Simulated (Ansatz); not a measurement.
`N#CCCO` and `CCC#N` differ in one atom or group.

Ansatz, PBE0-D4/def2-TZVP geometries, multiplicity 1. Each molecule was computed in one conformer, which needn't be the lowest.

| property | `N#CCCO` |
| --- | --- |
| HOMO energy (PBE/def2-TZVPP) / eV | -7.00 |
| ideal-gas entropy at 298 K and 1 bar (rigid rotor, harmonic PBE0-D4/def2-TZVP) / J/(mol·K) | 312 |
| size of the dipole moment (ωB97M-V/def2-TZVPP) / D | 3.53 |
| LUMO energy (ωB97M-V/def2-TZVPP) / eV | 1.82 |
| HOMO energy (B3LYP/def2-TZVPP) / eV | -8.40 |
| HOMO energy (PBE0/def2-TZVPP) / eV | -8.65 |

(1) Give the same properties after the change, and the shifts. (Estimate.)

Results:

(1) Ansatz gave: 
```
                                                                                  property  `CCC#N`  shift
                                                         HOMO energy (PBE/def2-TZVPP) / eV    -7.95  -0.95
ideal-gas entropy at 298 K and 1 bar (rigid rotor, harmonic PBE0-D4/def2-TZVP) / J/(mol·K)      284    -28
                                        size of the dipole moment (ωB97M-V/def2-TZVPP) / D     4.10   0.57
                                                     LUMO energy (ωB97M-V/def2-TZVPP) / eV     2.07   0.25
                                                       HOMO energy (B3LYP/def2-TZVPP) / eV    -9.08  -0.68
                                                        HOMO energy (PBE0/def2-TZVPP) / eV    -9.31  -0.66
```

With PBE0 the HOMO falls by 0.66 eV and the LUMO rises by 0.17 eV, so the gap widens by about 0.83 eV. PBE moves the HOMO by -0.95 eV and ωB97M-V by -0.60 eV. The zero-point energy changes by -13.6 kJ/mol with -3 modes. Dipoles are sizes alone; their direction can turn.

B3LYP here is the variant with VWN-RPA as its local correlation; programs differ in this.
